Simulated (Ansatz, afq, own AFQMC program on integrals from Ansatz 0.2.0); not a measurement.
Where AFQMC and coupled cluster stand for SiGeH₇, doublet

```yaml
atoms:
  - { symbol: Si, position_ang: [-2.4605, 0.0000, 0.0000] }
  - { symbol: H, position_ang: [-2.9554, 1.3997, 0.0000] }
  - { symbol: H, position_ang: [-2.9554, -0.6999, 1.2122] }
  - { symbol: H, position_ang: [-2.9554, -0.6999, -1.2122] }
  - { symbol: H, position_ang: [-0.5105, 0.0000, 0.0000] }
  - { symbol: Ge, position_ang: [1.0195, 0.0000, 0.0000] }
  - { symbol: H, position_ang: [1.4882, -1.4659, 0.0000] }
  - { symbol: H, position_ang: [1.4882, 0.7330, -1.2695] }
  - { symbol: H, position_ang: [1.4882, 0.7330, 1.2695] }
```

Basis cc-pVDZ. Only valence electrons are correlated. Integrals, coupled cluster, full CI and functionals: Ansatz 0.2.0; the random walks run on the same integrals in our own AFQMC program. ph-AFQMC/CISD is guided by a CISD state made of CCSD amplitudes; releasing the constraint for a short imaginary time cuts its bias at the price of noise, slowly where states lie close. Uncertainties: one standard error, sampling alone. No spin–orbit coupling.

Determinant: UHF, the one that the program's search chose, which needn't be the lowest solution. The geometry is a point of a scan.

No full CI on the walks' own integrals is used here; CCSDT(Q) serves as the reference and is uncertain by about the last step of the cluster series.

Cautions: no relativity below Rb; no spin-orbit coupling; inner d shell frozen.

```
T1 diagnostic                               : 0.0124
weight of the determinant in the CISD state : 0.857
⟨S²⟩ of the determinant                     : 0.763
size of the correlated space                : 15 electrons in 61 orbitals
```

Reference: CCSDT(Q), correlation energy -7.641 eV. The released energy is read at 1.50 1/Eh (meV from the phaseless value at times in 1/Eh: -2 ± 4 at 0.24, 0 ± 3 at 0.51, -6 ± 3 at 0.99, -5 ± 3 at 1.50).

```json
{"level": "HF", "E − E(reference) (meV)": "7641.2", "share of correlation (%)": "0.00"}
{"level": "MP2", "E − E(reference) (meV)": "1720.6", "share of correlation (%)": "77.48"}
{"level": "CCSD", "E − E(reference) (meV)": "193.3", "share of correlation (%)": "97.47"}
{"level": "CCSD(T)", "E − E(reference) (meV)": "39.7", "share of correlation (%)": "99.48"}
{"level": "CCSDT", "E − E(reference) (meV)": "4.5", "share of correlation (%)": "99.94"}
{"level": "ph-AFQMC/CISD", "E − E(reference) (meV)": "3.1 ± 3.1", "share of correlation (%)": "99.96"}
{"level": "released AFQMC", "E − E(reference) (meV)": "-1.5 ± 3.3", "share of correlation (%)": "100.02"}
```

A walk keeps the symmetry of its determinant, which the program's search chose and which needn't be the lowest solution, so a lower state of the same spin and another symmetry isn't excluded. Released energies are given only where the last usable release times agree within the noise; a slower fall can still hide under it.
